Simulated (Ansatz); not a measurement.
# C2H4Si (SMILES C#C[SiH3]): a rigid scan of the bond length Si3–H7

One table from this session's results is given with a row withheld; the runs are named, their logs left out.

Program: Ansatz 0.2.0, Gaussian basis. Level of theory: single points in def2-TZVPP. These are calculated values, not measurements.

Levels: PBE-D4, r2SCAN-D4, PBE0-D4, B3LYP-D4, wB97M-V, Hartree-Fock, MP2, CCSD, CCSD(T). The scan takes 1.335, 1.365, 1.408, 1.459, 1.516, 1.576, 1.641, 1.709, 1.780 Å.

Cores are frozen in the correlated methods. B3LYP uses VWN-RPA correlation.

18 further runs of the same task are left out: 18 set aside as unsound or not needed.

### Starting geometry

SMILES `C#C[SiH3]`, 7 atoms, charge 0, spin multiplicity 1.

Atoms are counted from 1 here; the program's logs count them from 0.

Bond lengths: C1–C2 1.227 Å, C1–H4 1.004 Å, C2–Si3 1.866 Å, Si3–H5 1.476 Å, Si3–H6 1.490 Å, Si3–H7 1.546 Å. Angles: C2–C1–H4 177.2°, C1–C2–Si3 178.0°, C2–Si3–H5 111.5°, C2–Si3–H6 111.5°, C2–Si3–H7 109.4°, H5–Si3–H6 109.9°, H5–Si3–H7 107.7°, H6–Si3–H7 106.6°.

Geometry (Å):

| atom | x (Å) | y (Å) | z (Å) |
| --- | --- | --- | --- |
| C1 | -0.5836 | -1.9398 | 0.1844 |
| C2 | -0.2602 | -0.7617 | 0.0659 |
| Si3 | 0.2954 | 1.0111 | -0.1120 |
| H4 | -0.8913 | -2.8923 | 0.2630 |
| H5 | -0.0770 | 1.5644 | -1.4289 |
| H6 | -0.2571 | 1.8687 | 0.9741 |
| H7 | 1.8351 | 1.0817 | 0.0079 |

Set-up of the first run:

pre/in.yaml

```yaml
crystal:
  periodic: [false, false, false]
  atoms:
    - {symbol: C, position_ang: [-0.583600, -1.939800, 0.184400]}
    - {symbol: C, position_ang: [-0.260200, -0.761700, 0.065900]}
    - {symbol: Si, position_ang: [0.295400, 1.011100, -0.112000]}
    - {symbol: H, position_ang: [-0.891300, -2.892300, 0.263000]}
    - {symbol: H, position_ang: [-0.077000, 1.564400, -1.428900]}
    - {symbol: H, position_ang: [-0.257100, 1.868700, 0.974100]}
    - {symbol: H, position_ang: [1.835100, 1.081700, 0.007900]}
basis:
  gaussian: {orbitals: def2-SVP}
hamiltonian: {xc: pbe, dispersion: d4}
relax: {f_tol: 0.03, max_steps: 250}
```

No record of the launch command was kept for these runs.

Among the steps run: A first relaxation in a small basis; Finding the minimum; Reference energies at the minimum; Si3–H7 = 1.335 Å; Si3–H7 = 1.365 Å; Si3–H7 = 1.408 Å; Si3–H7 = 1.459 Å; Si3–H7 = 1.516 Å; Si3–H7 = 1.576 Å; Si3–H7 = 1.641 Å; Si3–H7 = 1.709 Å; Si3–H7 = 1.780 Å.

One of the session's tables, all rows but one given; the rest of the session is left out.

It belongs to the step «The curves». Energies less that of the minimum at the same level (meV):

```
bond length (Å)  PBE-D4  PBE0-D4  B3LYP-D4  wB97M-V  Hartree-Fock
          1.335     268      246       229      218           222
          1.365     167      149       136      127           129
          1.408       ?        ?         ?        ?             ?
          1.459       9        5         3        1             0
1.483 (minimum)       0        0         0        0             0
          1.516       4        9        12       15            17
          1.576      52       68        75       85            91
          1.641     151      180       189      207           222
          1.709     292      336       345      375           401
          1.780     464      526       530      580           620
```

**Question.** Estimate the row for bond length (Å) = 1.408.

Worked estimate for «PBE-D4». A straight line through the neighbours (1.365, 167) and (1.459, 9) gives 167 + (9 − 167) × (1.408 − 1.365) / (1.459 − 1.365) = 95; a parabola fitted to 4 rows on both sides gives 71.

As computed: PBE-D4: 68; PBE0-D4: 56; B3LYP-D4: 49; wB97M-V: 42; Hartree-Fock: 42. In «PBE-D4» the line misses by +27 and the parabola by +3.

Caveats from the session: A polynomial through the near points puts the CCSD(T) minimum 0.006 Å below the PBE0-D4 value.
